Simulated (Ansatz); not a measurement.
# AlBO (singlet): PBE, r2SCAN, PBE0, B3LYP, wB97M-V, B2PLYP, RPA-PBE over vertical spin and charge gaps, cc-pVDZ

How well do these functionals follow the top wave-function level for AlBO (singlet) over vertical spin and charge gaps?

Method: cc-pVDZ, all electrons in the functionals, frozen cores in the correlation of double hybrids and RPA; program: Ansatz 0.2.0, Gaussian basis.

To be run: PBE, r2SCAN, PBE0, B3LYP, wB97M-V, B2PLYP, RPA-PBE, at charge 0, singlet; charge 0, triplet; charge 1, doublet.

5 further runs of the same task are left out: 2 for a known fault of the program, 3 set aside as unsound or not needed.

### Step 1. The system

The geometry is a PBE0/def2-TZVP stationary point (not a proven minimum).

3 atoms, charge 0, spin multiplicity 1.

Atoms are counted from 1 here; the program's logs count them from 0.

Bond lengths: Al1–O2 1.757 Å, O2–B3 1.280 Å. Angles: Al1–O2–B3 180.0°.

No dispersion term is added; wB97M-V holds VV10 nonlocal correlation. B3LYP takes the VWN-RPA correlation.

The geometry shown and the zero of energy belong to the point charge 0, singlet. The yardstick, UCCSDT(Q), and other wave-function levels (R restricted, U unrestricted, valence and pair active spaces) come from earlier runs.

### Step 2. PBE, charge 0, singlet

in.yaml reads:

```yaml
crystal:
  periodic: [false, false, false]
  atoms:
    - {symbol: Al, position_ang: [0.000000, 0.000000, 1.597900]}
    - {symbol: O, position_ang: [0.000000, 0.000000, -0.158800]}
    - {symbol: B, position_ang: [0.000000, 0.000000, -1.439100]}
basis:
  gaussian: {orbitals: cc-pVDZ}
hamiltonian: {xc: {name: PBE}}
output: {orbitals: {seedname: orbitals}}
```

Command:

```bash
ansatz run in.yaml --threads 1 --pin off --events-out ev --progress --plain --max-ram 2816MiB --backend cpu
```

Further steps of the session: PBE, charge 0, triplet; PBE, charge 1, doublet; r2SCAN, charge 0, singlet; r2SCAN, charge 0, triplet; r2SCAN, charge 1, doublet; PBE0, charge 0, singlet; PBE0, charge 0, triplet; PBE0, charge 1, doublet; B3LYP, charge 0, singlet; B3LYP, charge 0, triplet; B3LYP, charge 1, doublet; wB97M-V, charge 0, singlet; wB97M-V, charge 0, triplet; wB97M-V, charge 1, doublet; B2PLYP, charge 0, singlet; B2PLYP, charge 0, triplet; B2PLYP, charge 1, doublet; RPA-PBE, charge 0, singlet; RPA-PBE, charge 0, triplet; RPA-PBE, charge 1, doublet.

Q: Predict the results of all the runs planned. Wanted: singlet to triplet, UCCSDT(Q); ionisation to the doublet cation, UCCSDT(Q); largest miss, PBE; largest miss, r2SCAN; largest miss, PBE0; largest miss, B3LYP; largest miss, wB97M-V; largest miss, B2PLYP; largest miss, RPA-PBE.

As calculated:

| quantity | value |
| --- | --- |
| singlet to triplet, UCCSDT(Q) | 294.7 kJ/mol |
| ionisation to the doublet cation, UCCSDT(Q) | 829.5 kJ/mol |
| largest miss, PBE | -42.8 kJ/mol (singlet to triplet) |
| largest miss, r2SCAN | -45.6 kJ/mol (singlet to triplet) |
| largest miss, PBE0 | -21.1 kJ/mol (singlet to triplet) |
| largest miss, B3LYP | -6.4 kJ/mol (singlet to triplet) |
| largest miss, wB97M-V | +46.2 kJ/mol (singlet to triplet) |
| largest miss, B2PLYP | -5.4 kJ/mol (ionisation to the doublet cation) |
| largest miss, RPA-PBE | -11.0 kJ/mol (singlet to triplet) |
| largest miss, RCCSD(T) | +6.0 kJ/mol (singlet to triplet) |
| largest miss, UCCSD(T) | +6.0 kJ/mol (singlet to triplet) |

In words: Of the functionals, B2PLYP keep the smallest largest miss at the points compared (at most 5.4 kJ/mol) and wB97M-V strays most (46.2 kJ/mol, at singlet to triplet). Functionals and the yardstick converge differently with the basis, so part of each miss in cc-pVDZ is the basis.
